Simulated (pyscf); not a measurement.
This saddle point was located with ωB97X-D3(BJ)/def2-SVP in PySCF.

```xyz
6

Se     0.1272    -1.3097     0.4334
Si    -1.0311     0.4209    -0.4713
H      0.6582    -1.7619    -0.8575
H     -2.5455     0.1602    -0.4189
H     -2.2199     0.2364     0.6568
H     -0.7884     1.6906     0.2694
```
Charge 0, spin multiplicity 1.

Surface: singlet, charge 0. Lowest wavenumbers (cm⁻¹): 1238i, 301, 419, 530, 631.

### Question
What reaction is this the transition state of?

### Answer
`[SiH3][SeH]` <-> `[SiH][SeH]` [singlet] + `[H][H]`, a 1,1-elimination read from left to right: H–Si, H–Si broken and H–H formed. At ωB97M-D3(BJ)/def2-TZVP it lies +244.5 kJ/mol from the left side and +70.5 kJ/mol from the right (each side as separated species at their lowest minima found). The same reactants have a lower exit, to H₂Si=Se + H₂ (barrier +213.3 kJ/mol at ωB97M-D3(BJ)/def2-TZVP, against +244.5 kJ/mol here). :HSi–SeH [singlet] lies 50.4 kJ/mol over its isomer H₂Si=Se (electronic energy, ωB97M-D3(BJ)/def2-TZVP). This is the saddle that the search found; another between the same sides may lie lower. Elements up to Kr have no core potential and no relativistic terms here.
